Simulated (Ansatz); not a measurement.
Reaction (SMILES): OCl (OH-Cl) → [O]Cl (O-Cl) + H atom
B3LYP-D3(BJ)/def2-TZVP geometries, fixed; electronic energies without zero-point terms.
Largest species:
```xyz
3

O      0.0220     1.1044    -0.0012
H     -0.9233     1.3146     0.0160
Cl     0.0439    -0.5970    -0.0004
```

Basis-set convergence of the bond dissociation energy at PBE with Ansatz (a first-principles code). All functions are spherical. The program fits the integrals of some runs and decomposes those of others, by size. Open shells are unrestricted. No added dispersion term, no relativity. Functions are those of the species that has most. Reference: the value in pcseg-4, 93.99 kcal/mol, itself unsure by roughly 0.05 kcal/mol (its mean distance from aug-pcseg-3, aug-cc-pV(Q+d)Z, cc-pV(5+d)Z). Deviations are taken from unrounded values.

```csv
basis,functions,bond dissociation energy (kcal/mol),minus reference (kcal/mol)
def2-SV(P),34,89.12,-4.87
def2-SVP,37,94.71,0.73
def2-SVPD,58,97.07,3.08
def2-TZVP,74,93.11,-0.88
def2-TZVPP,87,94.19,0.21
def2-TZVPD,95,93.48,-0.50
def2-TZVPPD,108,94.27,0.28
def2-QZVPP,157,94.09,0.10
def2-QZVPPD,178,94.06,0.07
```

The smallest set listed that lies within 2 kcal/mol of the reference with all its larger relatives (same family, alike in diffuse functions; a set with none counts only in the reference's own line) is def2-SVP (37 functions, 0.73 kcal/mol off).
